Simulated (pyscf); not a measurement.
**Addition across a multiple bond or ene-type step: HO–B(OH)–OH + H₂C=CH₂ -> H₃C–CH₂–O–B(OH)–OH**

Gas phase, singlet surface, charge 0. Bonds broken: O1–H5. Bonds formed: O1–C8, H5–C9. PySCF, gas phase, ωB97X-D3(BJ)/def2-SVP geometries.

Transition state (Å):

```xyz
13

O     -0.6438    -0.4364     0.5764
B     -1.0136    -0.6927    -0.7126
O     -0.0930    -1.1645    -1.6143
O     -2.2981    -0.4451    -1.1641
H      0.4728     0.1426     0.9489
H     -0.5040    -1.3181    -2.4719
H     -2.8827    -0.2092    -0.4373
C     -0.6685     1.3419     1.3897
C      0.7330     1.3423     1.5360
H     -1.1570     1.8619     0.5595
H     -1.3242     1.0642     2.2191
H      1.1520     1.1715     2.5328
H      1.3280     1.9555     0.8515
```

One imaginary mode, 1988i cm⁻¹; descent along it reached the two sides named, in the forms told below.

```csv
bond,change,reactant side (Å),saddle,product side
O1–H5,breaks,0.967,1.312,2.7
O1–C8,forms,3.3,1.956,1.409
H5–C9,forms,2.425,1.361,1.100
```

Electronic energies relative to the separated reactants (kcal/mol):

```tsv
level	barrier	reaction energy	reverse barrier
ωB97X-D3(BJ)/def2-TZVP	55.3	-19.8	75.1
PBE/def2-TZVP	46.4	-16.5	62.9
r²SCAN/def2-TZVP	49.5	-18.4	67.9
B3LYP-D3(BJ)/def2-TZVP	53.4	-16.1	69.4
PBE0-D3(BJ)/def2-TZVP	51.2	-20.3	71.5
M06-2X/def2-TZVP	56.9	-18.6	75.5
ωB97M-D3(BJ)/def2-TZVP	55.3	-16.8	72.1
HF/def2-TZVP	77.0	-12.4	89.4
```

With ωB97M-D3(BJ)/def2-TZVP energies and thermal terms (ideal gas, 1 atm, RRHO with modes under 100 cm⁻¹ raised to 100, one conformer, R ln 2 for chiral ones without a mode under 150 cm⁻¹), in kcal/mol:

```json
[
 {"T (K)": "298", "ΔH‡": "52.8", "ΔG‡": "63.0", "ΔH": "-13.9", "ΔG": "-3.4"},
 {"T (K)": "600", "ΔH‡": "53.3", "ΔG‡": "73.1", "ΔH": "-13.8", "ΔG": "+7.3"},
 {"T (K)": "900", "ΔH‡": "54.1", "ΔG‡": "82.8", "ΔH": "-13.2", "ΔG": "+17.8"},
 {"T (K)": "1200", "ΔH‡": "55.0", "ΔG‡": "92.2", "ΔH": "-12.3", "ΔG": "+28.0"}
]
```

On the reactant side the descent ends in a complex (not fully relaxed), 4.4 kcal/mol under the separated species and 59.7 kcal/mol under the saddle at ωB97X-D3(BJ)/def2-TZVP. On the product side the descent ends in a point that may be a rotor saddle (no frequency run), 3.9 kcal/mol over the lowest minimum found and 71.2 kcal/mol under the saddle at ωB97X-D3(BJ)/def2-TZVP. One saddle was located; it need not be the lowest between these sides.
